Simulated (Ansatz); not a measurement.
The cluster Al₃. Charge 0, multiplicity 2. Geometry PBE0-D4/def2-TZVP, that of the charge +1 singlet; atoms count from 1.

```xyz
3

Al   -1.089   -0.922   -0.345
Al    0.834    0.580   -1.059
Al    0.255    0.341    1.405
```

The structure comes from a short search, and lower isomers may exist.

Q: Estimate the Mulliken populations from the PBE0/def2-TZVP orbitals of Ansatz.

A: 
| atom | charge (e) | spin (α − β) |
| --- | --- | --- |
| Al1 | 0.00 | 0.33 |
| Al2 | 0.00 | 0.33 |
| Al3 | 0.00 | 0.33 |
Mulliken values depend strongly on the basis.

Q: Where does the spin sit?

A: Summed by element: Al 1.00, of 1 unpaired in all. Largest on single atoms: Al1 0.33, Al3 0.33, Al2 0.33.

Q: And the Mayer bond orders between heavy atoms (over 0.3)?

A: Al1–Al2 1.10 (2.54 Å); Al1–Al3 1.10 (2.54 Å); Al2–Al3 1.10 (2.54 Å).
